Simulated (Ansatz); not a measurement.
# Al2H3Cl: vertical ionisation energy

How much energy removes an electron from Al2H3Cl at fixed geometry? The cation is run at each level and the neutral's energy taken from earlier runs.

The runs use Ansatz 0.2.0, Gaussian basis; unrestricted cation, the program's frozen cores in correlated methods.

Levels to be run: UKS PBE-D4/def2-TZVPP; UKS r2SCAN-D4/def2-TZVPP; UKS PBE0-D4/def2-TZVPP; UKS B3LYP-D4/def2-TZVPP; UKS wB97X-V/def2-TZVPP; UKS wB97M-V/def2-TZVPP; UKS B2PLYP/def2-TZVPP; UHF-CCSD(T)/def2-TZVPP; UHF-MP2/def2-QZVPP; extrapolation to the limit; then −ε(HOMO) from the neutral's earlier runs with LDA (SPW92), PBE-D4, revPBE-D4, BLYP-D4, r2SCAN-D4, B97M-V, PBE0-D4, B3LYP-D4, r2SCANh-D4, r2SCAN0-D4, HSE06-D4, BHLYP-D4, CAM-B3LYP-D4, LC-ωPBE, ωB97X-V, ωB97M-V.

### Step 1. The relaxed structure

An earlier PBE0-D4 in a triple-zeta def2 set relaxation fixed the geometry.

6 atoms, charge 0, spin multiplicity 1.

Atoms are counted from 1 here; the program's logs count them from 0.

Bond lengths: Al1–Al2 2.602 Å, Al1–H4 1.592 Å, Al1–H5 1.590 Å, Al2–Cl3 2.114 Å, Al2–H6 1.588 Å. Angles: Al2–Al1–H4 121.1°, Al2–Al1–H5 121.0°, H4–Al1–H5 117.9°, Al1–Al2–Cl3 116.9°, Al1–Al2–H6 129.0°, Cl3–Al2–H6 114.0°.

As a file:

| atom | x (Å) | y (Å) | z (Å) |
| --- | --- | --- | --- |
| Al1 | -0.8936 | 0.2552 | -0.9884 |
| Al2 | 0.8594 | -0.4409 | 0.8036 |
| Cl3 | 1.3065 | 0.9761 | 2.3072 |
| H4 | -1.2799 | -0.7226 | -2.1843 |
| H5 | -1.6131 | 1.6715 | -0.9234 |
| H6 | 1.6627 | -1.8034 | 0.9392 |

### Step 2. Cation, UKS PBE-D4/def2-TZVPP

in.yaml

```yaml
crystal:
  periodic: [false, false, false]
  atoms:
    - {symbol: Al, position_ang: [-0.893573, 0.255237, -0.988363]}
    - {symbol: Al, position_ang: [0.859361, -0.440896, 0.803590]}
    - {symbol: Cl, position_ang: [1.306493, 0.976144, 2.307152]}
    - {symbol: H, position_ang: [-1.279858, -0.722628, -2.184331]}
    - {symbol: H, position_ang: [-1.613061, 1.671457, -0.923444]}
    - {symbol: H, position_ang: [1.662738, -1.803414, 0.939195]}
basis:
  gaussian: {orbitals: def2-TZVPP}
total_charge: 1
magnetization: {spin_polarized: true, initial_magnetization: 1}
hamiltonian: {xc: pbe, dispersion: d4}
```

Launch:

```
> ansatz run in.yaml --threads 2 --pin off --events-out ev --progress --plain --max-ram 4352MiB
```

The log of the run:

```text
Functional definition: PBE
  name "PBE"
  cite "Perdew, Burke & Ernzerhof, Phys. Rev. Lett. 77, 3865 (1996) doi:10.1103/PhysRevLett.77.3865"
  parent pbe
  parameter kappa = 0.804
  parameter beta = 0.06672455060314922
  exchange = pbe_x(kappa = kappa, mu = beta*pi^2/3)
  correlation = pbe_c(beta = beta)
1009 factors; their error is unknown
mean field evaluation 1: about -25740.5061 eV, gradient 2.9e1 eV
mean field evaluation 2: about -25664.4186 eV, gradient 9.3e1 eV
mean field evaluation 4: about -25744.3068 eV, gradient 1.2e1 eV
mean field evaluation 8: about -25745.4218 eV, gradient 9.6e-2 eV
mean field evaluation 16: about -25745.4073 eV, gradient 3.7e-4 eV
mean field evaluation 32: about -25745.2216 eV, gradient 2.5e0 eV
mean field -25745.40733919 eV, -946.1262688513 hartree, gradient 1.2e-5 eV, S^2 0.753824; 3 other end points of the search recorded, 0 dependent functions left out
reference -25745.40738757 eV, -946.1262706293 hartree; 23, 22 occupied and 145, 146 virtual orbitals, 1009 factors
Total energy: -25745.49831401 eV, -946.1296121145 hartree
```

It took 4.2 s on 2 threads of Arm Neoverse V2, shared host.

The neutral molecule at this level: -25754.3806 eV. Difference: 8.882 eV. ⟨S²⟩ = 0.754.

### Step 3. Cation, UKS r2SCAN-D4/def2-TZVPP

Changes to in.yaml since step 2:

```diff
@@ -13,2 +13,2 @@
 magnetization: {spin_polarized: true, initial_magnetization: 1}
-hamiltonian: {xc: pbe, dispersion: d4}
+hamiltonian: {xc: r2scan, dispersion: d4}
```

Same command.

The log of the run, shortened:

```text
Functional definition: r2SCAN
  name "r2SCAN"
  cite "Furness, Kaplan, Ning, Perdew & Sun, J. Phys. Chem. Lett. 11, 8208 (2020) doi:10.1021/acs.jpclett.0c02405"
  cite "Furness, Kaplan, Ning, Perdew & Sun, J. Phys. Chem. Lett. 11, 9248 (2020) doi:10.1021/acs.jpclett.0c03077"
  parent r2scan
[...]
1009 factors; their error is unknown
[...]
mean field -25755.68866175 eV, -946.5041004866 hartree, gradient 4.7e-5 eV, S^2 0.759874; 3 other end points of the search recorded, 0 dependent functions left out
reference -25755.68867999 eV, -946.5041011568 hartree; 23, 22 occupied and 145, 146 virtual orbitals, 1009 factors
Total energy: -25755.70908429 eV, -946.5048510011 hartree
```

Run time: 11 s. Hardware: 2 threads of Arm Neoverse V2, shared host.

Less the neutral's -25764.7009 eV (earlier run), this gives 8.992 eV. ⟨S²⟩ = 0.760.

### Step 4. Cation, UKS PBE0-D4/def2-TZVPP

Changes to in.yaml since step 3:

```diff
@@ -13,2 +13,2 @@
 magnetization: {spin_polarized: true, initial_magnetization: 1}
-hamiltonian: {xc: r2scan, dispersion: d4}
+hamiltonian: {xc: pbe0, dispersion: d4}
```

Same command.

The log of the run:

```text
Functional definition: PBE0
  name "PBE0"
  cite "Adamo & Barone, J. Chem. Phys. 110, 6158 (1999) doi:10.1063/1.478522"
  cite "Perdew, Burke & Ernzerhof, Phys. Rev. Lett. 77, 3865 (1996) doi:10.1103/PhysRevLett.77.3865"
  parent pbe
  parameter a = 0.25
  parameter kappa = 0.804
  parameter beta = 0.06672455060314922
  exchange = (1 - a)*pbe_x(kappa = kappa, mu = beta*pi^2/3) + a*exact_x
  correlation = pbe_c(beta = beta)
1102 factors; their error is unknown
mean field evaluation 1: about -25744.1014 eV, gradient 2.5e1 eV
mean field evaluation 2: about -25725.6382 eV, gradient 5.7e1 eV
mean field evaluation 4: about -25747.4599 eV, gradient 2.7e0 eV
mean field evaluation 8: about -25747.4974 eV, gradient 8.3e-2 eV
mean field evaluation 16: about -25747.5470 eV, gradient 2.5e-4 eV
mean field -25747.54699987 eV, -946.2048999311 hartree, gradient 1.7e-5 eV, S^2 0.758928; 0 other end points of the search recorded, 0 dependent functions left out
reference -25747.54703621 eV, -946.2049012663 hartree; 23, 22 occupied and 145, 146 virtual orbitals, 1102 factors
Total energy: -25747.62567611 eV, -946.2077912297 hartree
```

Run time: 4.5 s. Hardware: 2 threads of Arm Neoverse V2, shared host; peak memory 0.44 GiB.

The neutral molecule at this level: -25756.7522 eV. Difference: 9.127 eV. ⟨S²⟩ = 0.759.

### Step 5. Cation, UKS B3LYP-D4/def2-TZVPP

Changes to in.yaml since step 4:

```diff
@@ -13,2 +13,2 @@
 magnetization: {spin_polarized: true, initial_magnetization: 1}
-hamiltonian: {xc: pbe0, dispersion: d4}
+hamiltonian: {xc: {name: B3LYP}, dispersion: d4}
```

Same command.

The log of the run, shortened:

```text
Functional definition: B3LYP
  name "B3LYP"
  cite "Stephens, Devlin, Chabalowski & Frisch, J. Phys. Chem. 98, 11623 (1994) doi:10.1021/j100096a001"
  cite "Becke, Phys. Rev. A 38, 3098 (1988) doi:10.1103/PhysRevA.38.3098"
  cite "Lee, Yang & Parr, Phys. Rev. B 37, 785 (1988) doi:10.1103/PhysRevB.37.785"
  cite "Vosko, Wilk & Nusair, Can. J. Phys. 58, 1200 (1980) doi:10.1139/p80-159"
[...]
1076 factors; their error is unknown
[...]
mean field -25759.79895876 eV, -946.6551511157 hartree, gradient 3.3e-5 eV, S^2 0.757760; 0 other end points of the search recorded, 0 dependent functions left out
reference -25759.79924558 eV, -946.6551616558 hartree; 23, 22 occupied and 145, 146 virtual orbitals, 1076 factors
Total energy: -25759.94887507 eV, -946.6606604382 hartree
```

It took 4.4 s on 2 threads of Arm Neoverse V2, shared host; peak memory 0.44 GiB.

The neutral molecule at this level: -25769.0930 eV. Difference: 9.144 eV. ⟨S²⟩ = 0.758.

### Step 6. Cation, UKS wB97X-V/def2-TZVPP

Changes to in.yaml since step 5:

```diff
@@ -13,2 +13,2 @@
 magnetization: {spin_polarized: true, initial_magnetization: 1}
-hamiltonian: {xc: {name: B3LYP}, dispersion: d4}
+hamiltonian: {xc: {name: wB97X-V}}
```

Same command.

The log of the run, shortened:

```text
Functional definition: wB97X-V
  name "wB97X-V"
  cite "Mardirossian & Head-Gordon, Phys. Chem. Chem. Phys. 16, 9904 (2014) doi:10.1039/C3CP54374A"
  cite "Becke, J. Chem. Phys. 107, 8554 (1997) doi:10.1063/1.475007"
  cite "Vydrov & Van Voorhis, J. Chem. Phys. 133, 244103 (2010) doi:10.1063/1.3521275"
[...]
      + integral(e_c_pw_opposite_spin*poly(b97_u_opposite, cos0, cos1)) + vv10(b, c)
1063 factors; their error is unknown
230 factors; integrals over basis functions are off by at most 2.7e-5 eV
[...]
mean field -25753.76688810 eV, -946.4334766075 hartree, gradient 2.7e-5 eV, S^2 0.761352; 0 other end points of the search recorded, 0 dependent functions left out
reference -25753.76688600 eV, -946.4334765305 hartree; 23, 22 occupied and 145, 146 virtual orbitals, 1063 factors
Total energy: -25753.76688600 eV, -946.4334765305 hartree
```

Wall time 13 s (2 threads of Arm Neoverse V2, shared host); peak memory 0.59 GiB.

Less the neutral's -25763.0964 eV (earlier run), this gives 9.329 eV. ⟨S²⟩ = 0.761.

### Step 7. Cation, UKS wB97M-V/def2-TZVPP

Changes to in.yaml since step 6:

```diff
@@ -13,2 +13,2 @@
 magnetization: {spin_polarized: true, initial_magnetization: 1}
-hamiltonian: {xc: {name: wB97X-V}}
+hamiltonian: {xc: {name: wB97M-V}}
```

The command is unchanged.

The log of the run, shortened:

```text
Functional definition: wB97M-V
  name "wB97M-V"
  cite "Mardirossian & Head-Gordon, J. Chem. Phys. 144, 214110 (2016) doi:10.1063/1.4952647"
  cite "Becke, J. Chem. Phys. 107, 8554 (1997) doi:10.1063/1.475007"
  cite "Vydrov & Van Voorhis, J. Chem. Phys. 133, 244103 (2010) doi:10.1063/1.3521275"
  # Of w^i u^j: cxij and so on, Table III.
[...]
  gx(w, u) = 1 - cx + cx01*u + cx10*w
  gss(w, u) = css00 + css04*u^4 + css10*w + css20*w^2 + css43*w^4*u^3
  gos(w, u) = cos00 + cos10*w + (cos20 + cos21*u)*w^2 + (cos60 + cos61*u)*w^6
[...]
      + integral(e_c_pw_mod_opposite_spin*gos(b97_w_opposite, b97_u_opposite)) + vv10(b, c)
1031 factors; their error is unknown
230 factors; integrals over basis functions are off by at most 2.7e-5 eV
[...]
mean field -25755.99525621 eV, -946.5153676249 hartree, gradient 7.7e-5 eV, S^2 0.756953; 0 other end points of the search recorded, 0 dependent functions left out
reference -25755.99531296 eV, -946.5153697106 hartree; 23, 22 occupied and 145, 146 virtual orbitals, 1031 factors
Total energy: -25755.99531296 eV, -946.5153697106 hartree
```

Wall time 14 s (2 threads of Arm Neoverse V2, shared host); peak memory 0.63 GiB.

The neutral molecule at this level: -25765.2696 eV. Difference: 9.274 eV. ⟨S²⟩ = 0.757.

### Step 8. Cation, UKS B2PLYP (frozen core)/def2-TZVPP

Changes to in.yaml since step 7:

```diff
@@ -13,2 +13,2 @@
 magnetization: {spin_polarized: true, initial_magnetization: 1}
-hamiltonian: {xc: {name: wB97M-V}}
+hamiltonian: {xc: {name: B2PLYP}}
```

The command is unchanged.

The log of the run, shortened:

```text
Functional definition: B2PLYP
  name "B2PLYP"
  cite "Grimme, J. Chem. Phys. 124, 034108 (2006) doi:10.1063/1.2148954"
  cite "Becke, Phys. Rev. A 38, 3098 (1988) doi:10.1103/PhysRevA.38.3098"
  cite "Lee, Yang & Parr, Phys. Rev. B 37, 785 (1988) doi:10.1103/PhysRevB.37.785"
[...]
987 factors; integrals over basis functions are off by at most 1.4e-3 eV
[...]
mean field -25745.05222291 eV, -946.1132185689 hartree, gradient 5.5e-6 eV, S^2 0.767199; 2 other end points of the search recorded, 0 dependent functions left out
15 core orbitals not correlated: weight in the atoms' cores, before any rotation towards them, 1.000 or more for the frozen orbitals, at most 0.000 for the correlated occupied ones
reference -25745.05240483 eV, -946.1132252541 hartree; 8, 7 occupied and 145, 146 virtual orbitals, 987 factors
second order -10.80781166 eV of doubles, -0.00000000 eV of singles
Total energy: -25747.97051397 eV, -946.2204637873 hartree
```

It took 7.5 s on 2 threads of Arm Neoverse V2, shared host; peak memory 0.42 GiB.

The neutral molecule at this level: -25757.1398 eV. Difference: 9.169 eV. ⟨S²⟩ = 0.767.

### Step 9. Cation, UHF-CCSD(T)/def2-TZVPP

Changes to in.yaml since step 8:

```diff
@@ -13,2 +13,3 @@
 magnetization: {spin_polarized: true, initial_magnetization: 1}
-hamiltonian: {xc: {name: B2PLYP}}
+correlation: {method: ccsd_t}
+scf: {omitted_lower_state_checks: [cluster_reference]}
```

Launched as before.

The log of the run, shortened:

```text
Functional definition: HF
  name "HF"
  cite "Fock, Z. Phys. 61, 126 (1930) doi:10.1007/BF01340294"
  parent pbe
[...]
987 factors; integrals over basis functions are off by at most 1.4e-3 eV
[...]
mean field -25710.38245446 eV, -944.8391280782 hartree, gradient 2.1e-6 eV, S^2 0.776335; 2 other end points of the search recorded, 0 dependent functions left out
15 core orbitals not correlated: weight in the atoms' cores, before any rotation towards them, 1.000 or more for the frozen orbitals, at most 0.000 for the correlated occupied ones
reference -25710.38245446 eV, -944.8391280782 hartree; 8, 7 occupied and 145, 146 virtual orbitals, 987 factors
second order -8.62073076 eV of doubles, -0.00000000 eV of singles
cycle   1  -9.44163440 eV  change   -8.2e-1 eV  update   8.6e-2
[...]
cycle  14  -9.88406305 eV  change   -1.2e-5 eV  update   9.2e-6
perturbative correction -0.37908753 eV, -0.0139312099 hartree
Total energy: -25720.64560504 eV, -945.2162919055 hartree
Checks for a lower state left out: cluster_reference
```

It took 51 s on 2 threads of Arm Neoverse V2, shared host; peak memory 2.7 GiB.

The neutral molecule at this level: -25729.9730 eV. Difference: 9.327 eV. ⟨S²⟩ = 0.776. T1 = 0.022 (report).

### Step 10. Cation, UHF-MP2/def2-QZVPP

Changes to in.yaml since step 9:

```diff
@@ -10,6 +10,6 @@
 basis:
-  gaussian: {orbitals: def2-TZVPP}
+  gaussian: {orbitals: "def2-QZVPP.json"}
 total_charge: 1
 magnetization: {spin_polarized: true, initial_magnetization: 1}
-correlation: {method: ccsd_t}
+correlation: {method: mp2}
 scf: {omitted_lower_state_checks: [cluster_reference]}
```

Same command.

The log of the run, shortened:

```text
Functional definition: HF
  name "HF"
  cite "Fock, Z. Phys. 61, 126 (1930) doi:10.1007/BF01340294"
  parent pbe
[...]
1738 factors; integrals over basis functions are off by at most 8.4e-4 eV
[...]
mean field -25711.12443017 eV, -944.8663951828 hartree, gradient 2.5e-6 eV, S^2 0.776322; 2 other end points of the search recorded, 0 dependent functions left out
15 core orbitals not correlated: weight in the atoms' cores, before any rotation towards them, 1.000 or more for the frozen orbitals, at most 0.000 for the correlated occupied ones
reference -25711.12443017 eV, -944.8663951828 hartree; 8, 7 occupied and 277, 278 virtual orbitals, 1738 factors
second order -9.40733983 eV of doubles, -0.00000000 eV of singles
Total energy: -25720.53177001 eV, -945.2121085452 hartree
Checks for a lower state left out: cluster_reference
```

Wall time 19 s (2 threads of Arm Neoverse V2, shared host); peak memory 0.99 GiB.

The neutral molecule at this level: -25729.8942 eV. Difference: 9.362 eV. ⟨S²⟩ = 0.776.

### Step 11. The basis-set limit

This step is arithmetic on the last runs, with X = 3 and 4: exp(−7.88√X) for Hartree-Fock, X^−2.97 for correlation; only MP2 was run in the larger set, so CCSD(T) minus MP2 is added from the smaller one.

| level | energy at the limit (eV) |
| --- | --- |
| HF | -25711.2266 |
| MP2 | -25721.2166 |
| CCSD | -25722.4800 |
| CCSD(T) | -25722.8591 |

The neutral's limit, from its own earlier runs, is -25732.3110 eV in the additive form (MP2 limit plus CCSD(T) minus MP2 in triple zeta), in which the cation has -25722.8591 eV.

### Step 12. Ionisation energies side by side

Differences are taken before rounding.

| method | ionisation energy (eV) | from CCSD(T)/CBS (eV) | time |
| --- | --- | --- | --- |
| PBE-D4 | 8.88 | -0.57 | 6 s |
| r2SCAN-D4 | 8.99 | -0.46 | 15 s |
| PBE0-D4 | 9.13 | -0.33 | 6.5 s |
| B3LYP-D4 | 9.14 | -0.31 | 7 s |
| ωB97X-V | 9.33 | -0.12 | 18 s |
| ωB97M-V | 9.27 | -0.18 | 22 s |
| B2PLYP | 9.17 | -0.28 | 11 s |
| HF/def2-TZVPP | 8.65 | -0.80 |  |
| MP2/def2-TZVPP | 9.29 | -0.16 |  |
| CCSD/def2-TZVPP | 9.34 | -0.11 |  |
| CCSD(T)/def2-TZVPP | 9.33 | -0.12 | 64 s |
| CCSD(T)/CBS | 9.45 | 0 | 91 s |

Among the levels timed on like hardware and quicker than the yardstick, those that no quicker one beats, quickest first: PBE-D4 (6 s, -0.57 eV); PBE0-D4 (6.5 s, -0.33 eV); B3LYP-D4 (7 s, -0.31 eV); B2PLYP (11 s, -0.28 eV); ωB97X-V (18 s, -0.12 eV).

Times add the cation's run and the neutral's; HF, MP2 and CCSD come out of the CCSD(T) runs.

For comparison, −ε(HOMO) of the neutral from earlier runs:

| functional | −ε(HOMO) (eV) | by energy difference (eV) |
| --- | --- | --- |
| LDA (SPW92) | 6.19 |  |
| PBE-D4 | 6.13 | 8.88 |
| revPBE-D4 | 6.10 |  |
| BLYP-D4 | 6.00 |  |
| r2SCAN-D4 | 6.37 | 8.99 |
| B97M-V | 6.42 |  |
| PBE0-D4 | 7.18 | 9.13 |
| B3LYP-D4 | 6.99 | 9.14 |
| r2SCANh-D4 | 6.75 |  |
| r2SCAN0-D4 | 7.32 |  |
| HSE06-D4 | 6.79 |  |
| BHLYP-D4 | 8.12 |  |
| CAM-B3LYP-D4 | 8.41 |  |
| LC-ωPBE | 9.68 |  |
| ωB97X-V | 9.37 | 9.33 |
| ωB97M-V | 9.08 | 9.27 |

### Step 13. Outcome

| quantity | value |
| --- | --- |
| ionisation energy, CCSD(T)/CBS | 9.45 eV |
| nearest functional by difference | ωB97X-V (-0.12 eV) |
| nearest −ε(HOMO) | ωB97X-V (-0.08 eV) |
| −ε(HOMO) of PBE | 6.13 eV |
| T1 of the cation | 0.022 |

By cation minus neutral, the functionals miss by 0.57 eV at most. The PBE orbital energy is 3.3 eV too small: a semilocal HOMO is no ionisation energy. Among orbital estimates ωB97X-V comes nearest. Hartree-Fock falls 0.80 eV short, as the neutral has more correlation energy than the cation.

For cost: ωB97X-V gets within 0.12 eV in 18 s, where CCSD(T)/CBS took 91 s; the quickest level in the cost chart, PBE-D4, takes 6 s and misses by 0.57 eV.
